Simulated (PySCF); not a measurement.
Published values to compare with (the computed states carry no symmetry labels, so the two lists aren't matched line by line):

| state | E (eV) | f | kind of transition | source |
| --- | --- | --- | --- | --- |
| 1A''(n→π*) | 3.26 |  | 0-0 transition | [1] |
| 3A''(n→π*) | 3.44 |  | vertical absorption | [2] |
| 1A''(n→π*) | 3.81 | 0.001 | vertical absorption | [2] |
| 1A''(n→π*) | 3.82 |  | vertical absorption | [3] |
| 3A'(π→π*) | 5.01 |  | vertical absorption | [2] |
| 1A''(π→π*) | 6.43 |  | vertical absorption | [3] |
| 1A''(π→π*) | 6.46 | 0.000 | vertical absorption | [2] |

[1] measured, gas; Loos, Lipparini, Boggio-Pasqua, Scemama, Jacquemin (2019), arXiv:1912.04173, literature columns
[2] computed, theoretical best estimate (aug-cc-pVTZ, frozen core, CC3 geometry), gas; Veril, Scemama, Caffarel, Lipparini, Boggio-Pasqua, Jacquemin, Loos, WIREs Comput. Mol. Sci. 2021, 11, e1517 (QUESTDB)
[3] computed, theoretical best estimate (aug-cc-pVTZ), revised with CC4, gas; Loos, Lipparini, Matthews, Blondel, Jacquemin, revising reference values with EOM-CC4 (2022), arXiv:2204.11658

Cyanoformaldehyde, C2HNO.
Atom-mapped SMILES: `[N:1]#[C:2][CH:3]=[O:4]` (hydrogens: H5 on C3)

Method used: TDDFT CAM-B3LYP/aug-cc-pVTZ, vertical, gas phase, core orbitals frozen in the response in PySCF. Geometry: PBE0-D3(BJ)/def2-TZVP; no solvent, vibrations or thermal averaging.

Computed singlets: 3.87 eV (f 0.001); 5.89 eV (f 0.000); 6.71 eV (f 0.103); 7.44 eV (f 0.011); 7.63 eV (f 0.002); 8.00 eV (f 0.000); 8.39 eV (f 0.032); 9.09 eV (f 0.002); 9.10 eV (f 0.060); 9.20 eV (f 0.149). Computed triplets (Tamm–Dancoff): 3.24, 4.73, 5.51, 6.33 eV.

How does the lowest computed singlet compare with the best estimate listed for the lowest singlet (vertical absorption)?

3.87 eV against 3.81 eV for 1A''(n→π*) [2]: a difference of +0.06 eV. Geometry and basis of the two calculations needn't be the same.

How does the lowest computed triplet compare with the best estimate listed for the lowest triplet (vertical absorption)?

3.24 eV against 3.44 eV for 3A''(n→π*) [2]: a difference of -0.20 eV. Geometry and basis of the two calculations needn't be the same.

Note on [3]: revises the 2021 QUESTDB value.

Adiabatic (Te) and 0-0 energies refer to the relaxed excited state and aren't the vertical quantity computed here.

On one thread, Arm Neoverse V1 (aarch64), shared host, this took 20 s of wall time and 0.74 GiB of memory at its peak.
